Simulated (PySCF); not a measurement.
Gas-phase reaction: 2 SiCl4 + SiCl ⇌ 3 SiCl3

Energies from PySCF, thermal terms from the rigid-rotor harmonic-oscillator model, ideal gas at 1 bar. The comparison is the NASA 1993 polynomial table, which mixes measured and estimated data. After a fit of one offset per element over all species, the range-separated, M06-2X, PBE0/def2-QZVP and CCSD(T)/def2-TZVPP enthalpies, where run, lie to one side of the table for SiCl (-55 kJ/mol), SiCl3 (+68 kJ/mol): a fault of the table's entry, another state or a shared error of the levels is possible; this was not checked at source. † marks an energy on the PBE0/def2-TZVP geometry and frequencies; other levels use their own. Open shells (unrestricted): SiCl (multiplicity 2), SiCl3 (multiplicity 2); the rest are closed-shell singlets. Spin-orbit splitting is ignored; it lowers the true energy and changes the entropy of SiCl. For this reaction the table lies outside the span of B3LYP, CCSD(T), M06-2X, MP2, PBE0, r2SCAN, ωB97M-V, ωB97X-V in their largest bases here; which side is off was not settled. The table's entry may be an old estimate for SiCl4, SiCl, SiCl3 (not checked at source).

PBE/def2-SVP gives ΔH°(298 K) = 157.6 kJ.

Problem. What does PBE/def2-TZVP† give, and where does the table lie?

Solution. PBE/def2-TZVP†: 149.6 kJ. Table: -44.0 kJ.
